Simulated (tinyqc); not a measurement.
Hueckel theory of the pi electrons, for the molecule C=C1C=CC=C1 (SMILES; centres numbered as the heavy atoms are written), step by step. One step of it, computed by the program tinyqc.

Question. Energy, charges, bond orders. E = sum n x; q_r = z_r - P_rr; bond order p = P_rs; free valence = sqrt(3) - sum of p over the bonds of the atom.

x values: 2.114908  1.000000  0.618034  -0.254102  -1.618034  -1.860806

occupations: 2.000000  2.000000  2.000000  0.000000  0.000000  0.000000

charge and bond-order matrix P:
```
,1C,2C,3C,4C,5C,6C
1C,0.622291,0.758634,0.212348,-0.309538,-0.309538,0.212348
2C,0.758634,1.046987,0.449096,-0.097190,-0.097190,0.449096
3C,0.212348,0.449096,1.092331,0.777936,-0.116491,-0.354882
4C,-0.309538,-0.097190,0.777936,1.073030,0.520243,-0.116491
5C,-0.309538,-0.097190,-0.116491,0.520243,1.073030,0.777936
6C,0.212348,0.449096,-0.354882,-0.116491,0.777936,1.092331
```

Centres:
```
centre,"z_r, pi electrons of the neutral centre",h
1C,1,0.000000
2C,1,0.000000
3C,1,0.000000
4C,1,0.000000
5C,1,0.000000
6C,1,0.000000
```

Bonds:
```
i,j,k
1,2,1
2,3,1
3,4,1
4,5,1
5,6,1
6,2,1
```

Give: pi energy = 6 alpha + this times beta; pi charges; Bond orders and lengths from R = 1.517 - 0.180 p; free valence of the carbons; gap between the highest filled and the next level.

Answer.

pi energy = 6 alpha + this times beta = 7.4659

pi charges: 1C 0.3777, 2C -0.0470, 3C -0.0923, 4C -0.0730, 5C -0.0730, 6C -0.0923

Bond orders and lengths from R = 1.517 - 0.180 p (angstrom, C-C alone):
```
bond,p,R
1-2,0.7586,1.3804
2-3,0.4491,1.4362
3-4,0.7779,1.3770
4-5,0.5202,1.4234
5-6,0.7779,1.3770
6-2,0.4491,1.4362
```

free valence of the carbons: 1C 0.9734, 2C 0.0752, 3C 0.5050, 4C 0.4339, 5C 0.4339, 6C 0.5050

gap between the highest filled and the next level = 0.8721 |beta|
